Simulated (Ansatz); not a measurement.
A made-up structure of C2H3Si, doublet:

```
6
angstrom
C -0.5847 -0.5400 -0.2328
C 0.3140 0.3360 -0.6901
Si 0.7826 -0.3148 0.9351
H 0.2036 0.8812 0.2122
H 0.4165 0.9396 -1.5838
H 0.5912 0.5266 2.1703
```

It is relaxed with PBE-D4/def2-SVP and then PBE0-D4/def2-TZVP (Ansatz 0.2.0). Atoms count as bonded within 1.22 times the sum of their covalent radii (H–H: 0.88 Å). The end point is not checked to be a true minimum.

Does its bonding change? (Judge from chemistry; the calculation decides.)

By the calculation: Yes. Formed: none; broken: C2–Si3, Si3–H4.

Where it ends: The first stage lowers the energy by 4.05 eV in 28 steps. It ends as C₂H₃Si ([CH2][C][SiH]):
```xyz
6
angstrom
C 0.4417 0.1243 0.2233
C 0.2793 0.8559 -0.8446
Si 0.5013 -1.1699 1.4224
H 0.7689 1.8242 -0.9453
H -0.3566 0.5463 -1.6732
H 0.0884 -0.3522 2.6285
```

Labels in which every atom is bracketed show which atoms are joined, not bond orders.

For scale, one of the runs: PBE0-D4/def2-TZVP relaxation, 117 basis functions, launched by `ansatz run in.yaml --threads 2 --pin off --events-out ev --progress --plain --max-ram 4352MiB`. Hardware: 2 CPU threads of an Arm Neoverse V1, shared host. Wall time about 33 s.
